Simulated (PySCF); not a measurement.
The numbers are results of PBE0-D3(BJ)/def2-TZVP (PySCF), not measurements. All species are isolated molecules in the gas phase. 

Reference species (SMILES): `C=C=C` (neutral, multiplicity 1).

- HOMO = -7.73 eV

Changed species: `C#CC`.

Problem. What does the change do to the HOMO?

Solution. the HOMO is nearly the same.
